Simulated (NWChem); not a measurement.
All runs are NWChem calculations. System: methylamine (CH5N), charge 0, spin multiplicity 1, at a geometry optimised with B3LYP/def2-SVP. Level: CCSD(T)/6-31+G* (spherical d), 2 core orbitals frozen.

Job file:

```
start mol
memory heap 100 mb stack 700 mb global 1900 mb
geometry units angstroms nocenter noautoz
  C     -0.087915     0.695101     0.000000
  N      0.198482    -0.732187     0.000000
  H      0.372141     1.167862    -0.883478
  H      0.372141     1.167862     0.883478
  H     -1.162869     0.979839     0.000000
  H     -0.221649    -1.180431    -0.814639
  H     -0.221649    -1.180431     0.814639
  symmetry group Cs
end
basis spherical
  * library 6-31+g*
end
scf
  rhf
  nopen 0
  maxiter 100
  thresh 1e-7
  semidirect memsize 60000000 filesize 0
end
tce
  freeze core 2
  ccsd(t)
  2eorb
  2emet 13
  thresh 1e-6
  maxiter 100
  tilesize 24
end
task tce energy
```

NWChem printed:

```
             Northwest Computational Chemistry Package (NWChem) 7.3.0
             --------------------------------------------------------

                                NWChem Input Module
                                -------------------

 Scaling coordinates for geometry "geometry" by  1.889725989
 (inverse scale =  0.529177249)

 Turning off AUTOSYM since
 SYMMETRY directive was detected!

                             Geometry "geometry" -> ""
                             -------------------------

 Output coordinates in angstroms (scale by  1.889725989 to convert to a.u.)

  No.       Tag          Charge          X              Y              Z
 ---- ---------------- ---------- -------------- -------------- --------------
    1 C                    6.0000    -0.08791500     0.69510100     0.00000000
    2 N                    7.0000     0.19848200    -0.73218700     0.00000000
    3 H                    1.0000     0.37214100     1.16786200    -0.88347800
    4 H                    1.0000     0.37214100     1.16786200     0.88347800
    5 H                    1.0000    -1.16286900     0.97983900     0.00000000
    6 H                    1.0000    -0.22164900    -1.18043100    -0.81463900
    7 H                    1.0000    -0.22164900    -1.18043100     0.81463900

 Effective nuclear repulsion energy (a.u.)      41.8962993091

            Nuclear Dipole moment (a.u.)
            ----------------------------
        X                 Y               Z
 ---------------- ---------------- ----------------
    -0.0000018897    -0.0000037795     0.0000000000

      Symmetry information
      --------------------

 Group name             Cs
 Group number              2
 Group order               2
 No. of unique centers     5

      Symmetry unique atoms

     1    2    3    5    6


 Summary of "ao basis" -> "" (spherical)
 ------------------------------------------------------------------------------
       Tag                 Description            Shells   Functions and Types
 ---------------- ------------------------------  ------  ---------------------
 *                          6-31+g*                   on all atoms

 Summary of "ao basis" -> "ao basis" (spherical)
 ------------------------------------------------------------------------------
       Tag                 Description            Shells   Functions and Types
 ---------------- ------------------------------  ------  ---------------------
 C                          6-31+g*                  8       18   4s3p1d
 N                          6-31+g*                  8       18   4s3p1d
 H                          6-31+g*                  2        2   2s

                                 NWChem SCF Module
                                 -----------------

  ao basis        = "ao basis"
  functions       =    46
  atoms           =     7
  closed shells   =     9
  open shells     =     0
  charge          =   0.00
  wavefunction    = RHF
  use symmetry    = T
  symmetry adapt  = T

 Summary of "ao basis" -> "ao basis" (spherical)
 ------------------------------------------------------------------------------
       Tag                 Description            Shells   Functions and Types
 ---------------- ------------------------------  ------  ---------------------
 C                          6-31+g*                  8       18   4s3p1d
 N                          6-31+g*                  8       18   4s3p1d
 H                          6-31+g*                  2        2   2s
[...]
 moments of inertia (a.u.)
 ------------------
          81.107036801975           8.881576373991           0.000000000000
           8.881576373991          18.829394183096           0.000000000000
           0.000000000000           0.000000000000          79.146112980481

  Mulliken analysis of the total density
  --------------------------------------

    Atom       Charge   Shell Charges
 -----------   ------   -------------------------------------------------------
    1 C    6     6.42   2.00  0.64  2.01  0.66  0.94  0.07  0.03  0.06
    2 N    7     7.88   2.00  0.76  2.44  0.94  1.67 -0.04  0.07  0.04
    3 H    1     0.81   0.53  0.29
    4 H    1     0.81   0.53  0.29
    5 H    1     0.84   0.53  0.31
    6 H    1     0.62   0.50  0.11
    7 H    1     0.62   0.50  0.11

       Multipole analysis of the density wrt the origin
       ------------------------------------------------

     L   x y z        total         open         nuclear
     -   - - -        -----         ----         -------
     0   0 0 0     -0.000000      0.000000     18.000000

     1   1 0 0     -0.623826      0.000000     -0.000002
     1   0 1 0      0.059649      0.000000     -0.000004
     1   0 0 1     -0.000000      0.000000      0.000000

     2   2 0 0    -12.119332      0.000000      7.319392
     2   1 1 0      1.571779      0.000000     -4.038386
     2   1 0 1     -0.000000      0.000000      0.000000
     2   0 2 0    -10.120173      0.000000     46.875217
     2   0 1 1      0.000000      0.000000      0.000000
     2   0 0 2     -9.442660      0.000000     10.314448

                   NWChem Extensible Many-Electron Theory Module
                   ---------------------------------------------


            General Information
            -------------------
      Number of processors :     1
         Wavefunction type : Restricted Hartree-Fock
          No. of electrons :    18
           Alpha electrons :     9
            Beta electrons :     9
           No. of orbitals :    92
            Alpha orbitals :    46
             Beta orbitals :    46
        Alpha frozen cores :     2
         Beta frozen cores :     2
     Alpha frozen virtuals :     0
      Beta frozen virtuals :     0
         Spin multiplicity : singlet
    Number of AO functions :    46
       Number of AO shells :    26
        Use of symmetry is : on
      Symmetry adaption is : on
         Schwarz screening : 0.10D-09

          Correlation Information
          -----------------------
          Calculation type : Coupled-cluster singles & doubles w/ perturbation
   Perturbative correction : (T)
            Max iterations :      100
        Residual threshold : 0.10D-05
     T(0) DIIS level shift : 0.00D+00
     L(0) DIIS level shift : 0.00D+00
     T(1) DIIS level shift : 0.00D+00
     L(1) DIIS level shift : 0.00D+00
     T(R) DIIS level shift : 0.00D+00
     T(I) DIIS level shift : 0.00D+00
   CC-T/L Amplitude update :  5-th order DIIS
                I/O scheme : Global Array Library
        L-threshold :  0.10D-05
        EOM-threshold :  0.10D-05
 no EOMCCSD initial starts read in
 TCE RESTART OPTIONS
 SLICE:      F
 D4D5:       F
 quantumc:   F
 qrotation:  F
 pwtce:      F
 qducc:      F
 nacto:                         0
 nrotv:                         0
 nrot:                          0

            Memory Information
            ------------------
          Available GA space size is     249034684 doubles
          Available MA space size is     104855092 doubles

 Maximum block size supplied by input
 Maximum block size        24 doubles

 tile_dim =     13

 -------------------------------------------------
   1    alpha     a'     5 doubles       0       1
   2    alpha     a"     2 doubles       5       2
   3    beta      a'     5 doubles       7       1
   4    beta      a"     2 doubles      12       2
   5    alpha     a'    12 doubles      14       5
   6    alpha     a'    13 doubles      26       6
   7    alpha     a"    12 doubles      39       7
   8    beta      a'    12 doubles      51       5
   9    beta      a'    13 doubles      63       6
  10    beta      a"    12 doubles      76       7

 Global array virtual files algorithm will be used

 Parallel file system coherency ......... OK

 4-electron integrals stored in orbital form

 v2    file size   =           477758
 4-index algorithm nr.  13 is used
 imaxsize =       30
 imaxsize ichop =        0


CCSD iterations
 ---------------------------------------------------------
 Iter          Residuum       Correlation     Cpu    Wall
 ---------------------------------------------------------
    1   0.1413264350059  -0.2996977531736     0.0     0.0
    2   0.0425890126746  -0.3188438432189     0.0     0.0
    3   0.0161211939904  -0.3249578848084     0.0     0.0
    4   0.0067508149598  -0.3267226331631     0.0     0.0
    5   0.0029820617958  -0.3273908216021     0.0     0.0
    6   0.0004813588964  -0.3278006947898     0.0     0.0
    7   0.0001832463783  -0.3278329916145     0.0     0.0
    8   0.0000886350831  -0.3278326389786     0.0     0.0
    9   0.0000439935850  -0.3278328510196     0.0     0.0
   10   0.0000235393933  -0.3278333088966     0.0     0.0
   11   0.0000059608238  -0.3278332703140     0.0     0.0
   12   0.0000026578971  -0.3278339205902     0.0     0.0
   13   0.0000013710134  -0.3278340041286     0.0     0.0
   14   0.0000007958244  -0.3278340422883     0.0     0.0
 -----------------------------------------------------------------
 Iterations converged
 CCSD correlation energy / hartree =        -0.327834042288298
 CCSD total energy / hartree       =       -95.539848193772642

 Singles contributions

 Doubles contributions
 CCSD(T)
 Using plain CCSD(T) code
             total no. of tasks           74
 total no. of tasks / no. procs           74
                         wl_min        13824           4.9
                         wl_max       274625           8.1
        thresh for no. of tasks           74

 CCSD[T]  correction energy / hartree =        -0.007614600433215
 CCSD[T] correlation energy / hartree =        -0.335448642721514
 CCSD[T] total energy / hartree       =       -95.547462794205856
 CCSD(T)  correction energy / hartree =        -0.007258122398014
 CCSD(T) correlation energy / hartree =        -0.335092164686312
 CCSD(T) total energy / hartree       =       -95.547106316170655

 Task  times  cpu:        1.5s     wall:        1.5s

 Total times  cpu:        1.5s     wall:        1.5s
```
